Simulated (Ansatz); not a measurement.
Relaxation of ClH4Si (6 atoms, charge 0, multiplicity 2), to a largest force component of 0.03 eV/Å in at most 50 steps.

Theory: UKS PBE-D4/def2-SVP in Ansatz.

```xyz
6
Properties=species:S:1:pos:R:3
Si 0.000 0.000 -0.297
H 0.000 0.000 2.359
H 1.445 0.000 -0.711
H -0.722 1.251 -0.711
H -0.722 -1.251 -0.711
Cl 0.000 0.000 3.703
```

Where does it end, and by what steps?

It converged. After 5 steps the energy has fallen by 0.040 eV; H2 moved furthest, 0.36 Å.

```json
{"step": "0", "energy less start (eV)": "0.0000", "largest force component (eV/Å)": "0.760", "accepted": "yes"}
{"step": "1", "energy less start (eV)": "-0.0308", "largest force component (eV/Å)": "0.060", "accepted": "yes"}
{"step": "2", "energy less start (eV)": "-0.0346", "largest force component (eV/Å)": "0.485", "accepted": "yes"}
{"step": "3", "energy less start (eV)": "-0.0377", "largest force component (eV/Å)": "0.218", "accepted": "yes"}
{"step": "4", "energy less start (eV)": "-0.0398", "largest force component (eV/Å)": "0.039", "accepted": "yes"}
{"step": "5", "energy less start (eV)": "-0.0403", "largest force component (eV/Å)": "0.002", "accepted": "yes"}
```

```xyz
6
Properties=species:S:1:pos:R:3
Si 0.000 0.000 -0.119
H 0.000 0.000 1.999
H 1.442 0.000 -0.535
H -0.721 1.249 -0.535
H -0.721 -1.249 -0.535
Cl 0.000 0.000 3.356
```

Whether the end is a true minimum wasn't checked by a vibrational analysis.

The run took 10 s on 1 thread of Arm Neoverse V2, with other jobs on the host, peak memory 0.12 GiB.
